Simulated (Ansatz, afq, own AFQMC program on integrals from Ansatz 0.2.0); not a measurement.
Integrals from Ansatz 0.2.0, then the random walk in our own AFQMC program (afq).

```yaml
crystal:
  periodic: [false, false, false]
  atoms:
    - {symbol: Ge, position_ang: [0.000000, 0.014250, 0.329308]}
    - {symbol: N, position_ang: [0.000000, -0.126443, -1.555498]}
    - {symbol: H, position_ang: [0.000000, 0.730143, -2.116709]}
basis:
  gaussian: {orbitals: cc-pVDZ}
total_charge: 1
magnetization: {spin_polarized: false, initial_magnetization: 1}
correlation: {method: ccsd_t, electrons: outside_noble_gas, hamiltonian_folder: ham}
```

```sh
$ ansatz run in.yaml --threads 1 --pin off --events-out ev --progress --plain --max-ram 1382MiB
```

afq runs on the folder ham with

```
--method phaseless --trial cisd --walkers 60 --populations 1 --least-time 40 --time-step 0.005 --steps-per-block 50 --equilibration-blocks 28 --max-blocks 300 --target-error 0.00036 --factor-cut 1e-05 --start spin_pure --seed 5533 --release-times 0.24,0.51,0.99,1.62,2.4 --release-step 0.03 --release-every 4 --taylor-order 6
```

Times are imaginary, in 1/Eh. The walk had a cap of 678 s. Filled inner d shells are frozen with the cores.

afq prints:

```
orbitals 31  electrons 5 4  factors 236 of 509
reference energy -2130.03549984 Eh
CCSD correlation -0.22111760 Eh in 15 cycles, weight of the determinant in the CISD state 0.8747
energy of the start -2130.256617 Eh
 block  time / (1/Eh)  mean weight  energy / Eh
     1     0.250  0.9995  -2130.253974
     2     0.500  0.9981  -2130.255722
     3     0.750  0.9994  -2130.256795
     4     1.000  1.0019  -2130.257847
     5     1.250  0.9971  -2130.264423
     8     2.000  0.9971  -2130.259597
    17     4.250  1.0025  -2130.268704
    41    10.250  1.0008  -2130.264632
    65    16.250  0.9999  -2130.260414
    89    22.250  0.9989  -2130.264248
   113    28.250  1.0015  -2130.272484
   137    34.250  1.0014  -2130.273847
   161    40.250  0.9991  -2130.277382
   185    46.250  0.9982  -2130.262009
   209    52.250  0.9991  -2130.263990
   233    58.250  1.0000  -2130.268920
   249    62.250  1.0010  -2130.258261
   257    64.250  0.9986  -2130.261259
   281    70.250  1.0010  -2130.265755
   305    76.250  0.9992  -2130.288955
   321    80.250  0.9990  -2130.264943
blocks merged  error / Eh  count
     1  0.000393  300
     2  0.000418  150
     4  0.000465  75
     8  0.000447  37
    16  0.000458  18
    32  0.000408  9
released: time / (1/Eh)  energy / Eh  error  mean overlap
  0.24  -2130.266019  0.000665  0.9950
  0.51  -2130.265296  0.000562  1.0051
  0.99  -2130.266041  0.000904  1.0123
  1.62  -2130.266160  0.000545  1.0110
  2.40  -2130.265273  0.000805  1.0207
energy -2130.264919 +/- 0.000458 Eh
(rows thinned)
```

The run passed its tests (sampling time, drift between the halves within three errors, error under three times the target), which doesn't prove that it has relaxed.

Against this walk (error 12.5 meV) on the same determinant: CCSD(T) 25.7 meV higher, CCSDT(Q) 26.0 meV lower. The error is statistical and leaves out the bias of the constraint. Released to 2.40 1/Eh the energy moves by -10 ± 25 meV (both errors), within twice the noise.

Cautions: constraint bias not in the error; error above the target (12.5 against 9.8 meV); no relativity below Rb; no spin-orbit coupling; inner d shell frozen.

The walk took 5.9 min on 1 thread of Intel(R) Xeon(R) Platinum 8488C (Sapphire Rapids), on a shared host. The log's last line is the phaseless energy.

CCSDT and higher add their correlation energy to the determinant of the CCSD(T) run, since their own runs factorise the integrals more tightly (a shift of under 2 meV). A walk keeps the symmetry of its determinant, which the program's search chose and which needn't be the lowest solution, so a lower state of the same spin and another symmetry isn't excluded.
